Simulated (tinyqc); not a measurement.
UHF in the sto-6g basis, for HF, spin multiplicity 1, step by step (part 1 of 2). Computed by tinyqc, a small Python program that keeps every step (integrals from PySCF). Settings: charge = 0, multiplicity = 1, basis = sto-6g, energy threshold = 1e-10, iteration cap = 89, orthogonalisation = canonical, start = core, DIIS depth = 3, method = UHF, break = 0.4. Command: `OMP_NUM_THREADS=1 python tinyqc.py 30299 30300 out.jsonl` (the two numbers bound the seeds that draw the settings). One thread of a shared host (Intel(R) Xeon(R) Processor @ 2.60GHz), about 0.1 s of CPU time with the checks. Later iterations appear only in the table of the cycle.

## One-electron integrals

Geometry (angstrom):
```
atom,x,y,z
F,0.0000,0.0000,0.0000
H,0.0000,0.0000,1.1820
```

Basis sto-6g: exponents (1/bohr^2) and contraction coefficients of normalised primitives:
```
element,l (shell),exponent,coefficient
F,s (1),1728.6266,0.0092
F,s (1),316.9418,0.0494
F,s (1),88.6689,0.1685
F,s (1),30.4602,0.3706
F,s (1),11.8286,0.4165
F,s (1),4.8717,0.1303
F,s (2),67.0323,-0.0133
F,s (2),13.2674,-0.0470
F,s (2),4.1235,-0.0338
F,s (2),1.5865,0.2502
F,s (2),0.6890,0.5951
F,s (2),0.3158,0.2407
F,p (3),67.0323,0.0038
F,p (3),13.2674,0.0377
F,p (3),4.1235,0.1739
F,p (3),1.5865,0.4180
F,p (3),0.6890,0.4259
F,p (3),0.3158,0.1017
H,s (1),35.5232,0.0092
H,s (1),6.5131,0.0494
H,s (1),1.8221,0.1685
H,s (1),0.6260,0.3706
H,s (1),0.2431,0.4165
H,s (1),0.1001,0.1303
```

Overlap, kinetic and nuclear-attraction integrals over the contracted functions; the nuclear repulsion is the sum of Za Zb / Rab.

nuclear repulsion = 4.029268 hartree

overlap S, lower triangle:
```
,1F 1s,1F 2s,1F 2px,1F 2py,1F 2pz,2H 1s
1F 1s,1.0000
1F 2s,0.2325,1.0000
1F 2px,0.0000,0.0000,1.0000
1F 2py,0.0000,0.0000,0.0000,1.0000
1F 2pz,0.0000,0.0000,0.0000,0.0000,1.0000
2H 1s,0.0274,0.2959,0.0000,0.0000,0.2521,1.0000
```

kinetic energy T (hartree), lower triangle:
```
,1F 1s,1F 2s,1F 2px,1F 2py,1F 2pz,2H 1s
1F 1s,37.3977
1F 2s,-1.1433,1.0823
1F 2px,0.0000,0.0000,3.2513
1F 2py,0.0000,0.0000,0.0000,3.2513
1F 2pz,0.0000,0.0000,0.0000,0.0000,3.2513
2H 1s,-0.0055,0.0283,0.0000,0.0000,0.1079,0.7685
```

nuclear attraction V (hartree), lower triangle:
```
,1F 1s,1F 2s,1F 2px,1F 2py,1F 2pz,2H 1s
1F 1s,-78.2701
1F 2s,-7.9698,-11.9226
1F 2px,0.0000,0.0000,-11.9020
1F 2py,0.0000,0.0000,0.0000,-11.9020
1F 2pz,-0.0096,-0.1125,0.0000,0.0000,-11.9624
2H 1s,-1.0768,-2.5358,0.0000,0.0000,-1.8801,-5.2091
```

core Hamiltonian H = T + V (hartree), lower triangle:
```
,1F 1s,1F 2s,1F 2px,1F 2py,1F 2pz,2H 1s
1F 1s,-40.8724
1F 2s,-9.1131,-10.8403
1F 2px,0.0000,0.0000,-8.6506
1F 2py,0.0000,0.0000,0.0000,-8.6506
1F 2pz,-0.0096,-0.1125,0.0000,0.0000,-8.7111
2H 1s,-1.0824,-2.5074,0.0000,0.0000,-1.7723,-4.4406
```

## Two-electron integrals

Functions are numbered as in S; the eight-fold symmetry (ij|kl) = (ji|kl) = (kl|ij) leaves the list below.

Two-electron integrals (ij|kl) in chemists' order, unique and non-zero (hartree):
```
i,j,k,l,(ij|kl)
1,1,1,1,5.4062
2,1,1,1,0.7681
2,1,2,1,0.1389
2,2,1,1,1.2663
2,2,2,1,0.2840
2,2,2,2,0.9264
3,1,3,1,0.0295
3,2,3,1,0.0447
3,2,3,2,0.2048
3,3,1,1,1.2663
3,3,2,1,0.2840
3,3,2,2,0.9264
3,3,3,3,0.9981
4,1,4,1,0.0295
4,2,4,1,0.0447
4,2,4,2,0.2048
4,3,4,3,0.0538
4,4,1,1,1.2663
4,4,2,1,0.2840
4,4,2,2,0.9264
4,4,3,3,0.8905
4,4,4,4,0.9981
5,1,5,1,0.0295
5,2,5,1,0.0447
5,2,5,2,0.2048
5,3,5,3,0.0538
5,4,5,4,0.0538
5,5,1,1,1.2663
5,5,2,1,0.2840
5,5,2,2,0.9264
5,5,3,3,0.8905
5,5,4,4,0.8905
5,5,5,5,0.9981
6,1,1,1,0.0964
6,1,2,1,0.0167
6,1,2,2,0.0335
6,1,3,3,0.0334
6,1,4,4,0.0334
6,1,5,1,0.0007
6,1,5,2,0.0014
6,1,5,5,0.0336
6,1,6,1,0.0020
6,2,1,1,0.2576
6,2,2,1,0.0587
6,2,2,2,0.2153
6,2,3,3,0.2122
6,2,4,4,0.2122
6,2,5,1,0.0043
6,2,5,2,0.0329
6,2,5,5,0.2215
6,2,6,1,0.0071
6,2,6,2,0.0635
6,3,3,1,0.0063
6,3,3,2,0.0369
6,3,5,3,0.0068
6,3,6,3,0.0090
6,4,4,1,0.0063
6,4,4,2,0.0369
6,4,5,4,0.0068
6,4,6,4,0.0090
6,5,1,1,0.1817
6,5,2,1,0.0420
6,5,2,2,0.1645
6,5,3,3,0.1577
6,5,4,4,0.1577
6,5,5,1,0.0089
6,5,5,2,0.0602
6,5,5,5,0.1781
6,5,6,1,0.0053
6,5,6,2,0.0596
6,5,6,5,0.0644
6,6,1,1,0.4409
6,6,2,1,0.1023
6,6,2,2,0.4326
6,6,3,3,0.4191
6,6,4,4,0.4191
6,6,5,1,0.0087
6,6,5,2,0.0947
6,6,5,5,0.4596
6,6,6,1,0.0124
6,6,6,2,0.1706
6,6,6,5,0.1852
6,6,6,6,0.7750
```

## Orthogonalisation

S = U s U^T; canonical form X = U s^(-1/2), so that X^T S X = 1. Each column of U has its largest component positive (the first on a tie).

eigenvalues of S: 0.5786  0.8528  1.0000  1.0000  1.1248  1.4438

X:
```
,1,2,3,4,5,6
1F 1s,0.3859,0.7119,0.0000,0.0000,-0.5633,0.2940
1F 2s,-0.7979,-0.4087,0.0000,0.0000,-0.3378,0.4999
1F 2px,0.0000,0.0000,-0.1124,0.9937,0.0000,0.0000
1F 2py,0.0000,0.0000,0.9937,0.1124,0.0000,0.0000
1F 2pz,-0.4985,0.6099,0.0000,0.0000,0.6063,0.2948
2H 1s,0.8333,-0.3560,0.0000,0.0000,0.3001,0.5190
```

Within a degenerate level the vectors are fixed only up to a rotation; this is one choice.

## Starting guess

The start is the orbitals of the core Hamiltonian, with HOMO and LUMO mixed by +/-0.4 rad for the two spins; D(s) = C_occ C_occ^T for each spin.

D(alpha) at the start, lower triangle:
```
,1F 1s,1F 2s,1F 2px,1F 2py,1F 2pz,2H 1s
1F 1s,1.0589
1F 2s,-0.2570,1.1219
1F 2px,-0.0007,0.0066,0.9991
1F 2py,0.0083,-0.0831,0.0119,0.8493
1F 2pz,-0.0097,0.0581,0.0047,-0.0599,1.0513
2H 1s,0.0304,-0.1492,-0.0305,0.3847,-0.1448,0.1987
```

D(beta) at the start, lower triangle:
```
,1F 1s,1F 2s,1F 2px,1F 2py,1F 2pz,2H 1s
1F 1s,1.0589
1F 2s,-0.2570,1.1219
1F 2px,0.0007,-0.0066,0.9991
1F 2py,-0.0083,0.0831,0.0119,0.8493
1F 2pz,-0.0097,0.0581,-0.0047,0.0599,1.0513
2H 1s,0.0304,-0.1492,0.0305,-0.3847,-0.1448,0.1987
```

## Iteration 1: building the Fock matrix

J_ij = sum D_kl (ij|kl) with D = D(alpha) + D(beta), K_ij = sum D_kl (ik|jl) for each spin; F = H + J - K(s); E = tr D H + tr D J / 2 - 0.5 sum_s tr D(s) K(s) + E_nn.

Coulomb J (hartree), lower triangle:
```
,1F 1s,1F 2s,1F 2px,1F 2py,1F 2pz,2H 1s
1F 1s,20.7727
1F 2s,3.7515,9.7928
1F 2px,0.0000,0.0000,9.8002
1F 2py,0.0000,0.0000,0.0026,9.7680
1F 2pz,0.0050,0.0291,0.0000,0.0000,9.8103
2H 1s,0.4547,2.2222,0.0000,0.0000,1.6834,4.4367
```

exchange K(alpha) (hartree), lower triangle:
```
,1F 1s,1F 2s,1F 2px,1F 2py,1F 2pz,2H 1s
1F 1s,5.5724
1F 2s,0.8956,1.5765
1F 2px,0.0001,-0.0004,1.3265
1F 2py,-0.0012,0.0046,0.0113,1.1851
1F 2pz,0.0005,0.0055,-0.0005,0.0067,1.3304
2H 1s,0.1171,0.3190,-0.0107,0.1345,0.1903,0.2112
```

exchange K(beta) (hartree), lower triangle:
```
,1F 1s,1F 2s,1F 2px,1F 2py,1F 2pz,2H 1s
1F 1s,5.5724
1F 2s,0.8956,1.5765
1F 2px,-0.0001,0.0004,1.3265
1F 2py,0.0012,-0.0046,0.0113,1.1851
1F 2pz,0.0005,0.0055,0.0005,-0.0067,1.3304
2H 1s,0.1171,0.3190,0.0107,-0.1345,0.1903,0.2112
```

F(alpha) (hartree), lower triangle:
```
,1F 1s,1F 2s,1F 2px,1F 2py,1F 2pz,2H 1s
1F 1s,-25.6721
1F 2s,-6.2573,-2.6240
1F 2px,-0.0001,0.0004,-0.1769
1F 2py,0.0012,-0.0046,-0.0087,-0.0677
1F 2pz,-0.0050,-0.0889,0.0005,-0.0067,-0.2312
2H 1s,-0.7448,-0.6042,0.0107,-0.1345,-0.2792,-0.2151
```

F(beta) (hartree), lower triangle:
```
,1F 1s,1F 2s,1F 2px,1F 2py,1F 2pz,2H 1s
1F 1s,-25.6721
1F 2s,-6.2573,-2.6240
1F 2px,0.0001,-0.0004,-0.1769
1F 2py,-0.0012,0.0046,-0.0087,-0.0677
1F 2pz,-0.0050,-0.0889,-0.0005,0.0067,-0.2312
2H 1s,-0.7448,-0.6042,-0.0107,0.1345,-0.2792,-0.2151
```

total energy of this density = -98.906407 hartree

## Iteration 1: diagonalisation and new density

Diagonalise F' = X^T F X, C = X C', fill 5 alpha and 5 beta electrons from the bottom; D(s) = C_occ C_occ^T. Each column has its largest component positive (the first on a tie).

F' = X^T F X (alpha) (hartree), lower triangle:
```
,1,2,3,4,5,6
1,-1.3593
2,-3.7038,-9.5577
3,-0.1048,0.0466,-0.0671
4,-0.0035,0.0016,0.0037,-0.1775
5,3.3967,9.6761,-0.0437,-0.0015,-10.6185
6,-1.9502,-6.3521,-0.0739,-0.0025,7.0395,-5.4448
```

orbital energies (alpha) (hartree): MO1 -25.6758, MO2 -1.1773, MO3 -0.3396, MO4 -0.1776, MO5 -0.0997, MO6 0.2450

coefficients C (alpha):
```
,MO1,MO2,MO3,MO4,MO5,MO6
1F 1s,0.9969,-0.2450,0.0570,0.0000,0.0071,0.0467
1F 2s,0.0131,0.9931,-0.2955,0.0000,-0.0573,-0.3012
1F 2px,0.0000,-0.0012,-0.0211,0.9969,-0.0699,0.0301
1F 2py,-0.0001,0.0150,0.2664,0.0790,0.8822,-0.3798
1F 2pz,0.0008,0.0906,0.6979,0.0000,-0.4701,-0.5990
2H 1s,-0.0022,0.0831,0.5157,0.0000,0.2398,0.9221
```

F' = X^T F X (beta) (hartree), lower triangle:
```
,1,2,3,4,5,6
1,-1.3593
2,-3.7038,-9.5577
3,0.1048,-0.0466,-0.0671
4,0.0035,-0.0016,0.0037,-0.1775
5,3.3967,9.6761,0.0437,0.0015,-10.6185
6,-1.9502,-6.3521,0.0739,0.0025,7.0395,-5.4448
```

orbital energies (beta) (hartree): MO1 -25.6758, MO2 -1.1773, MO3 -0.3396, MO4 -0.1776, MO5 -0.0997, MO6 0.2450

coefficients C (beta):
```
,MO1,MO2,MO3,MO4,MO5,MO6
1F 1s,0.9969,-0.2450,0.0570,0.0000,-0.0071,0.0467
1F 2s,0.0131,0.9931,-0.2955,0.0000,0.0573,-0.3012
1F 2px,0.0000,0.0012,0.0211,0.9969,-0.0699,-0.0301
1F 2py,0.0001,-0.0150,-0.2664,0.0790,0.8822,0.3798
1F 2pz,0.0008,0.0906,0.6979,0.0000,0.4701,-0.5990
2H 1s,-0.0022,0.0831,0.5157,0.0000,-0.2398,0.9221
```

D(alpha) after iteration 1, lower triangle:
```
,1F 1s,1F 2s,1F 2px,1F 2py,1F 2pz,2H 1s
1F 1s,1.0572
1F 2s,-0.2475,1.0770
1F 2px,-0.0014,0.0091,0.9991
1F 2py,0.0178,-0.1144,0.0114,0.8558
1F 2pz,0.0150,-0.0893,0.0180,-0.2275,0.7163
2H 1s,0.0085,-0.0836,-0.0278,0.3502,0.2546,0.3303
```

D(beta) after iteration 1, lower triangle:
```
,1F 1s,1F 2s,1F 2px,1F 2py,1F 2pz,2H 1s
1F 1s,1.0572
1F 2s,-0.2475,1.0770
1F 2px,0.0014,-0.0091,0.9991
1F 2py,-0.0178,0.1144,0.0114,0.8558
1F 2pz,0.0150,-0.0893,-0.0180,0.2275,0.7163
2H 1s,0.0085,-0.0836,0.0278,-0.3502,0.2546,0.3303
```

## Iteration 2: building the Fock matrix

As before.

Coulomb J (hartree), lower triangle:
```
,1F 1s,1F 2s,1F 2px,1F 2py,1F 2pz,2H 1s
1F 1s,20.3032
1F 2s,3.6500,9.5378
1F 2px,0.0000,0.0000,9.5536
1F 2py,0.0000,0.0000,0.0025,9.5227
1F 2pz,-0.0008,0.0424,0.0000,0.0000,9.5371
2H 1s,0.4425,2.1957,0.0000,0.0000,1.6845,4.5864
```

exchange K(alpha) (hartree), lower triangle:
```
,1F 1s,1F 2s,1F 2px,1F 2py,1F 2pz,2H 1s
1F 1s,5.5605
1F 2s,0.8835,1.5332
1F 2px,0.0001,0.0029,1.3117
1F 2py,-0.0007,-0.0363,0.0108,1.1763
1F 2pz,0.0006,-0.0208,0.0125,-0.1572,1.1462
2H 1s,0.1163,0.3764,-0.0067,0.0847,0.3323,0.4415
```

exchange K(beta) (hartree), lower triangle:
```
,1F 1s,1F 2s,1F 2px,1F 2py,1F 2pz,2H 1s
1F 1s,5.5605
1F 2s,0.8835,1.5332
1F 2px,-0.0001,-0.0029,1.3117
1F 2py,0.0007,0.0363,0.0108,1.1763
1F 2pz,0.0006,-0.0208,-0.0125,0.1572,1.1462
2H 1s,0.1163,0.3764,0.0067,-0.0847,0.3323,0.4415
```

F(alpha) (hartree), lower triangle:
```
,1F 1s,1F 2s,1F 2px,1F 2py,1F 2pz,2H 1s
1F 1s,-26.1298
1F 2s,-6.3466,-2.8357
1F 2px,-0.0001,-0.0029,-0.4087
1F 2py,0.0007,0.0363,-0.0083,-0.3042
1F 2pz,-0.0109,-0.0493,-0.0125,0.1572,-0.3203
2H 1s,-0.7562,-0.6882,0.0067,-0.0847,-0.4200,-0.2957
```

F(beta) (hartree), lower triangle:
```
,1F 1s,1F 2s,1F 2px,1F 2py,1F 2pz,2H 1s
1F 1s,-26.1298
1F 2s,-6.3466,-2.8357
1F 2px,0.0001,0.0029,-0.4087
1F 2py,-0.0007,-0.0363,-0.0083,-0.3042
1F 2pz,-0.0109,-0.0493,0.0125,-0.1572,-0.3203
2H 1s,-0.7562,-0.6882,-0.0067,0.0847,-0.4200,-0.2957
```

total energy of this density = -99.356156 hartree

## Iteration 2: DIIS over 2 matrices

error matrix X^T (FDS - SDF) X (alpha):
```
,1,2,3,4,5,6
1,0.0000,0.0034,0.0703,0.0024,-0.0497,-0.0820
2,-0.0034,0.0000,-0.0403,-0.0014,0.0298,0.0479
3,-0.0703,0.0403,0.0000,0.0000,0.0258,0.0189
4,-0.0024,0.0014,0.0000,0.0000,0.0009,0.0006
5,0.0497,-0.0298,-0.0258,-0.0009,0.0000,0.0168
6,0.0820,-0.0479,-0.0189,-0.0006,-0.0168,0.0000
```

B (overlaps of the stored error matrices):
```
,1,2
1,3.7062594e-01,1.3790448e-01
2,1.3790448e-01,8.1100673e-02
```

Minimise |sum c_i e_i|^2 with sum c_i = 1: solve [B -1; -1 0][c; lambda] = [0; -1] with B_ij = tr e_i^T e_j summed over both spins, and take F = sum c_i F_i.

DIIS coefficients: -0.3229  1.3229

extrapolated F(alpha) (hartree), lower triangle:
```
,1F 1s,1F 2s,1F 2px,1F 2py,1F 2pz,2H 1s
1F 1s,-26.2776
1F 2s,-6.3755,-2.9041
1F 2px,0.0000,-0.0039,-0.4836
1F 2py,0.0005,0.0495,-0.0082,-0.3806
1F 2pz,-0.0128,-0.0365,-0.0167,0.2101,-0.3490
2H 1s,-0.7599,-0.7153,0.0054,-0.0686,-0.4655,-0.3217
```

extrapolated F(beta) (hartree), lower triangle:
```
,1F 1s,1F 2s,1F 2px,1F 2py,1F 2pz,2H 1s
1F 1s,-26.2776
1F 2s,-6.3755,-2.9041
1F 2px,0.0000,0.0039,-0.4836
1F 2py,-0.0005,-0.0495,-0.0082,-0.3806
1F 2pz,-0.0128,-0.0365,0.0167,-0.2101,-0.3490
2H 1s,-0.7599,-0.7153,-0.0054,0.0686,-0.4655,-0.3217
```

## Iteration 2: diagonalisation and new density

As before.

F' = X^T F X (alpha) (hartree), lower triangle:
```
,1,2,3,4,5,6
1,-1.3208
2,-3.9505,-9.8765
3,-0.2018,0.1331,-0.3800
4,-0.0068,0.0045,0.0035,-0.4841
5,3.4004,9.8249,0.0900,0.0030,-10.9968
6,-1.9607,-6.4445,0.0514,0.0017,7.1357,-5.7459
```

orbital energies (alpha) (hartree): MO1 -26.2807, MO2 -1.4504, MO3 -0.6254, MO4 -0.4842, MO5 -0.3889, MO6 0.4255

coefficients C (alpha):
```
,MO1,MO2,MO3,MO4,MO5,MO6
1F 1s,0.9972,-0.2437,0.0431,0.0000,0.0290,0.0534
1F 2s,0.0119,0.9904,-0.2203,0.0000,-0.1805,-0.3248
1F 2px,0.0000,0.0039,0.0379,0.9969,-0.0654,0.0225
1F 2py,-0.0001,-0.0490,-0.4783,0.0790,0.8259,-0.2837
1F 2pz,0.0010,0.0482,0.7232,0.0000,0.1740,-0.7207
2H 1s,-0.0020,0.0968,0.3451,0.0000,0.5111,0.8893
```

F' = X^T F X (beta) (hartree), lower triangle:
```
,1,2,3,4,5,6
1,-1.3208
2,-3.9505,-9.8765
3,0.2018,-0.1331,-0.3800
4,0.0068,-0.0045,0.0035,-0.4841
5,3.4004,9.8249,-0.0900,-0.0030,-10.9968
6,-1.9607,-6.4445,-0.0514,-0.0017,7.1357,-5.7459
```

orbital energies (beta) (hartree): MO1 -26.2807, MO2 -1.4504, MO3 -0.6254, MO4 -0.4842, MO5 -0.3889, MO6 0.4255

coefficients C (beta):
```
,MO1,MO2,MO3,MO4,MO5,MO6
1F 1s,0.9972,-0.2437,0.0431,0.0000,-0.0290,0.0534
1F 2s,0.0119,0.9904,-0.2203,0.0000,0.1805,-0.3248
1F 2px,0.0000,-0.0039,-0.0379,0.9969,-0.0654,-0.0225
1F 2py,0.0001,0.0490,0.4783,0.0790,0.8259,0.2837
1F 2pz,0.0010,0.0482,0.7232,0.0000,-0.1740,-0.7207
2H 1s,-0.0020,0.0968,0.3451,0.0000,-0.5111,0.8893
```

D(alpha) after iteration 2, lower triangle:
```
,1F 1s,1F 2s,1F 2px,1F 2py,1F 2pz,2H 1s
1F 1s,1.0565
1F 2s,-0.2442,1.0622
1F 2px,-0.0012,0.0073,0.9995
1F 2py,0.0152,-0.0922,0.0064,0.9195
1F 2pz,0.0255,-0.1430,0.0162,-0.2045,0.5556
2H 1s,0.0041,-0.0724,-0.0200,0.2523,0.3432,0.3897
```

D(beta) after iteration 2, lower triangle:
```
,1F 1s,1F 2s,1F 2px,1F 2py,1F 2pz,2H 1s
1F 1s,1.0565
1F 2s,-0.2442,1.0622
1F 2px,0.0012,-0.0073,0.9995
1F 2py,-0.0152,0.0922,0.0064,0.9195
1F 2pz,0.0255,-0.1430,-0.0162,0.2045,0.5556
2H 1s,0.0041,-0.0724,0.0200,-0.2523,0.3432,0.3897
```

## Iteration 3: building the Fock matrix

As before.

Coulomb J (hartree), lower triangle:
```
,1F 1s,1F 2s,1F 2px,1F 2py,1F 2pz,2H 1s
1F 1s,20.1507
1F 2s,3.6169,9.4523
1F 2px,0.0000,0.0000,9.4710
1F 2py,0.0000,0.0000,0.0014,9.4537
1F 2pz,-0.0047,0.0343,0.0000,0.0000,9.4322
2H 1s,0.4384,2.1830,0.0000,0.0000,1.6778,4.6256
```

exchange K(alpha) (hartree), lower triangle:
```
,1F 1s,1F 2s,1F 2px,1F 2py,1F 2pz,2H 1s
1F 1s,5.5568
1F 2s,0.8798,1.5154
1F 2px,0.0000,0.0029,1.3066
1F 2py,-0.0006,-0.0364,0.0060,1.2310
1F 2pz,0.0003,-0.0476,0.0120,-0.1516,1.0233
2H 1s,0.1159,0.3849,-0.0041,0.0520,0.3480,0.5071
```

exchange K(beta) (hartree), lower triangle:
```
,1F 1s,1F 2s,1F 2px,1F 2py,1F 2pz,2H 1s
1F 1s,5.5568
1F 2s,0.8798,1.5154
1F 2px,0.0000,-0.0029,1.3066
1F 2py,0.0006,0.0364,0.0060,1.2310
1F 2pz,0.0003,-0.0476,-0.0120,0.1516,1.0233
2H 1s,0.1159,0.3849,0.0041,-0.0520,0.3480,0.5071
```

F(alpha) (hartree), lower triangle:
```
,1F 1s,1F 2s,1F 2px,1F 2py,1F 2pz,2H 1s
1F 1s,-26.2786
1F 2s,-6.3760,-2.9034
1F 2px,0.0000,-0.0029,-0.4863
1F 2py,0.0006,0.0364,-0.0047,-0.4279
1F 2pz,-0.0146,-0.0306,-0.0120,0.1516,-0.3021
2H 1s,-0.7599,-0.7094,0.0041,-0.0520,-0.4425,-0.3221
```

F(beta) (hartree), lower triangle:
```
,1F 1s,1F 2s,1F 2px,1F 2py,1F 2pz,2H 1s
1F 1s,-26.2786
1F 2s,-6.3760,-2.9034
1F 2px,0.0000,0.0029,-0.4863
1F 2py,-0.0006,-0.0364,-0.0047,-0.4279
1F 2pz,-0.0146,-0.0306,0.0120,-0.1516,-0.3021
2H 1s,-0.7599,-0.7094,-0.0041,0.0520,-0.4425,-0.3221
```

total energy of this density = -99.421205 hartree

## Iteration 3: DIIS over 3 matrices

error matrix X^T (FDS - SDF) X (alpha):
```
,1,2,3,4,5,6
1,0.0000,-0.0050,0.0532,0.0018,-0.0092,-0.0039
2,0.0050,0.0000,-0.0350,-0.0012,0.0051,0.0034
3,-0.0532,0.0350,0.0000,0.0000,0.0101,-0.0084
4,-0.0018,0.0012,0.0000,0.0000,0.0003,-0.0003
5,0.0092,-0.0051,-0.0101,-0.0003,0.0000,0.0022
6,0.0039,-0.0034,0.0084,0.0003,-0.0022,0.0000
```

B (overlaps of the stored error matrices), lower triangle:
```
,1,2,3
1,3.7062594e-01
2,1.3790448e-01,8.1100673e-02
3,1.2826913e-02,2.5483538e-02,1.7602378e-02
```

As before.

DIIS coefficients: 0.3223  -0.9564  1.6341

extrapolated F(alpha) (hartree), lower triangle:
```
,1F 1s,1F 2s,1F 2px,1F 2py,1F 2pz,2H 1s
1F 1s,-26.2254
1F 2s,-6.3658,-2.8780
1F 2px,-0.0001,-0.0018,-0.4607
1F 2py,0.0008,0.0233,-0.0024,-0.4301
1F 2pz,-0.0150,-0.0315,-0.0075,0.0952,-0.2619
2H 1s,-0.7585,-0.6958,0.0038,-0.0473,-0.4114,-0.3129
```

extrapolated F(beta) (hartree), lower triangle:
```
,1F 1s,1F 2s,1F 2px,1F 2py,1F 2pz,2H 1s
1F 1s,-26.2254
1F 2s,-6.3658,-2.8780
1F 2px,0.0001,0.0018,-0.4607
1F 2py,-0.0008,-0.0233,-0.0024,-0.4301
1F 2pz,-0.0150,-0.0315,0.0075,-0.0952,-0.2619
2H 1s,-0.7585,-0.6958,-0.0038,0.0473,-0.4114,-0.3129
```

## Iteration 3: diagonalisation and new density

As before.

F' = X^T F X (alpha) (hartree), lower triangle:
```
,1,2,3,4,5,6
1,-1.3398
2,-3.9283,-9.8407
3,-0.1055,0.0661,-0.4300
4,-0.0035,0.0022,0.0010,-0.4609
5,3.3809,9.8350,0.0353,0.0012,-10.9260
6,-1.9770,-6.4183,0.0154,0.0005,7.1580,-5.6939
```

orbital energies (alpha) (hartree): MO1 -26.2286, MO2 -1.4197, MO3 -0.5037, MO4 -0.4609, MO5 -0.4275, MO6 0.3491

coefficients C (alpha):
```
,MO1,MO2,MO3,MO4,MO5,MO6
1F 1s,0.9972,-0.2449,0.0385,0.0000,0.0279,0.0529
1F 2s,0.0121,0.9956,-0.2081,0.0000,-0.1663,-0.3245
1F 2px,0.0000,0.0017,0.0416,0.9969,-0.0660,0.0124
1F 2py,0.0000,-0.0219,-0.5254,0.0790,0.8323,-0.1568
1F 2pz,0.0011,0.0298,0.6581,0.0000,0.2746,-0.7521
2H 1s,-0.0021,0.0893,0.4036,0.0000,0.4284,0.9089
```

F' = X^T F X (beta) (hartree), lower triangle:
```
,1,2,3,4,5,6
1,-1.3398
2,-3.9283,-9.8407
3,0.1055,-0.0661,-0.4300
4,0.0035,-0.0022,0.0010,-0.4609
5,3.3809,9.8350,-0.0353,-0.0012,-10.9260
6,-1.9770,-6.4183,-0.0154,-0.0005,7.1580,-5.6939
```

orbital energies (beta) (hartree): MO1 -26.2286, MO2 -1.4197, MO3 -0.5037, MO4 -0.4609, MO5 -0.4275, MO6 0.3491

coefficients C (beta):
```
,MO1,MO2,MO3,MO4,MO5,MO6
1F 1s,0.9972,-0.2449,0.0385,0.0000,-0.0279,0.0529
1F 2s,0.0121,0.9956,-0.2081,0.0000,0.1663,-0.3245
1F 2px,0.0000,-0.0017,-0.0416,0.9969,-0.0660,-0.0124
1F 2py,0.0000,0.0219,0.5254,0.0790,0.8323,0.1568
1F 2pz,0.0011,0.0298,0.6581,0.0000,-0.2746,-0.7521
2H 1s,-0.0021,0.0893,0.4036,0.0000,-0.4284,0.9089
```

D(alpha) after iteration 3, lower triangle:
```
,1F 1s,1F 2s,1F 2px,1F 2py,1F 2pz,2H 1s
1F 1s,1.0566
1F 2s,-0.2444,1.0624
1F 2px,-0.0007,0.0040,0.9998
1F 2py,0.0083,-0.0509,0.0019,0.9754
1F 2pz,0.0267,-0.1529,0.0093,-0.1179,0.5094
2H 1s,0.0036,-0.0664,-0.0113,0.1425,0.3859,0.3544
```

D(beta) after iteration 3, lower triangle:
```
,1F 1s,1F 2s,1F 2px,1F 2py,1F 2pz,2H 1s
1F 1s,1.0566
1F 2s,-0.2444,1.0624
1F 2px,0.0007,-0.0040,0.9998
1F 2py,-0.0083,0.0509,0.0019,0.9754
1F 2pz,0.0267,-0.1529,-0.0093,0.1179,0.5094
2H 1s,0.0036,-0.0664,0.0113,-0.1425,0.3859,0.3544
```
